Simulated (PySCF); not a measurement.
H₃O₄P.
Cartesian coordinates in Å at the PBE0-D3(BJ)/def2-SVP level; atoms count from 1:
```xyz
8
H3O4P angstrom
O      0.3732   -0.0320    1.6077
P     -0.1128   -0.0413    0.2208
O     -0.8219    1.2817   -0.3558
O      1.0405   -0.2964   -0.8840
O     -1.2420   -1.1318   -0.0799
H     -0.3451    2.0844   -0.1095
H      1.7903   -0.7452   -0.4717
H     -1.5960   -1.0800   -0.9765
```

Theory: core-valence-separated Tamm–Dancoff BHandHLYP/aug-pcX-1 (pcseg-1 on H, def2-SVPD on P) in PySCF, non-relativistic, gas phase, PBE0-D3(BJ)/def2-SVP geometry. BHandHLYP without relativity tends to put these K edges a few eV too low, so spacings mean more than positions.

The lowest roots of each edge with f over 0.003 (five at most, numbered afresh; weaker and dark ones are left out), with transition dipoles (au) in the frame of the coordinates:

| root | edge | E (eV) | f | μx | μy | μz |
| --- | --- | --- | --- | --- | --- | --- |
| 1 | O | 531.72 | 0.0135 | 0.0079 | -0.0010 | 0.0312 |
| 2 | O | 532.79 | 0.0275 | 0.0076 | 0.0451 | 0.0045 |
| 3 | O | 532.85 | 0.0188 | 0.0070 | -0.0095 | 0.0361 |
| 4 | O | 532.87 | 0.0198 | 0.0261 | 0.0255 | 0.0136 |
| 5 | O | 532.92 | 0.0184 | 0.0238 | -0.0185 | 0.0224 |

Q: Molecules are fixed in this frame and the field points along (0, 1, 1)/√2. What effective strengths 3 f cos²θ do the roots have (θ between field and μ)?

A: root 1 (O1): 0.018, root 2 (O1): 0.048, root 3 (O3/O5): 0.014, root 4 (O3/O5): 0.030, root 5 (O4): 0.000. Root 2 is the strongest. Averaged over all orientations cos²θ is 1/3, which gives f back.

One conformer stands for the species.
